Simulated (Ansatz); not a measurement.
Results of PBE-D4 (Ansatz, a first-principles code, plane waves, PAW) for rock-salt RbBr.

Run with plane-wave cutoff 520 eV, 8×8×8 k mesh, Fermi–Dirac smearing 0.01 eV, scalar-relativistic PAW data made under PBE.

The direct gap at Γ against volume; x = 100 ln(V/41.580 Å³). One gap is withheld.

| V (Å³/atom) | x | gap (eV) |
|---|---|---|
| 39.085 | -6.19 | 4.441 |
| 39.916 | -4.08 | 4.386 |
| 40.748 | -2.02 | 4.333 |
| 41.580 | 0.00 | 4.283 |
| 42.411 | 1.98 | 4.235 |
| 43.243 | 3.92 | 4.188 |
| 44.074 | 5.83 | ? |

Question: Fit a straight line to the rows shown, give the volume deformation potential and predict the withheld gap.

Answer: Means of the 6 rows: x̄ = -1.065, ȳ = 4.3110 eV. Σ(x − x̄)(y − ȳ) = -1.7878 and Σ(x − x̄)² = 71.524, so the slope is -0.0250 eV per unit of x, and dE_g/d ln V = -2.5 eV. At x = 5.83: 4.3110 + (-0.0250) × (5.83 − (-1.065)) = 4.139 eV. The run gives 4.144 eV, 0.005 eV above the line.

Measured, for comparison: band gap 7.2 eV (temperature not stated, no zero-point or thermal correction; as tabulated in Aguado et al. (1998), arXiv:cond-mat/9809176).

Spin–orbit coupling is not included.
